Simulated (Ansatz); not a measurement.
A first try at vertical spin-state energies of ClFSi, SMILES F[Si]Cl, using Ansatz 0.2.0 through its Python package.

The script reads `clfsi.xyz`:
```text
2

F     0.64010   -1.34900    0.19540
Si   -0.56500   -0.32280   -0.34130
```

`run_spin.py`
```python
"""Vertical spin-state energies of ClFSi."""

import ansatz as az

BASIS = "cc-pVDZ"
FUNCTIONAL = "r2scan0"

geometry = az.Crystal.molecule_from_extxyz("clfsi.xyz")

base = (
    geometry.calculation()
    .basis(gaussian=BASIS)
    .functional(FUNCTIONAL)
)
found = {}
for unpaired in [0, 2]:
    report = base.spin("collinear", total=unpaired).run(threads=1).report
    s = unpaired / 2
    found[unpaired] = report["free_energy_ev"]
    print(f"2S+1 = {unpaired + 1}: E = {found[unpaired]:.5f} eV, <S^2> = {abs(report['mean_field']['state']['spin_squared']):.3f} (pure state {s * (s + 1):.2f})")
lowest = min(found, key=found.get)
for unpaired, e in found.items():
    print(f"multiplicity {unpaired + 1}: {(e - found[lowest]):.3f} eV above the lowest")
```

```console
$ python run_spin.py
Traceback (most recent call last):
  File "run_spin.py", line 17, in <module>
    report = base.spin("collinear", total=unpaired).run(threads=1).report
             ~~~~~~~~~~~~~~~~~~~~~~~~~~~~~~~~~~~~~~~~~~^^^^^^^^^^^
  ...
ansatz.GaussianBasisError: a molecule whose nuclei and cores have a total charge of 23 cannot have a net charge of 0 together with 0 unpaired electrons
$ echo $?
1
```
(Library frames cut from the traceback.)

What is wrong, and how is it mended?

The fault: an atom is missing. Mended:

```diff
--- clfsi.xyz
+++ clfsi.xyz
@@ -1 +1 @@
-2
+3
@@ -4,0 +5 @@
+Cl   -0.08610    1.60700    0.13260
```

The mended script runs so:

```console
$ python run_spin.py
2S+1 = 1: E = -23115.69149 eV, <S^2> = 0.000 (pure state 0.00)
2S+1 = 3: E = -23113.42150 eV, <S^2> = 2.004 (pure state 2.00)
multiplicity 1: 0.000 eV above the lowest
multiplicity 3: 2.270 eV above the lowest
```

Reading the output:
- Total energies depend on the basis set; only differences at equal settings carry meaning.
- The geometry is a force-field or estimated start, not a minimum of this method, and the basis set is short of its limit. All parts are taken at fixed geometry, without zero-point energy.
- It ran for 7.7 s on 1 thread of Arm Neoverse V2, on a shared host, peak memory 0.21 GiB.

(Lines on the test bed's own set-up are left out of the output.)
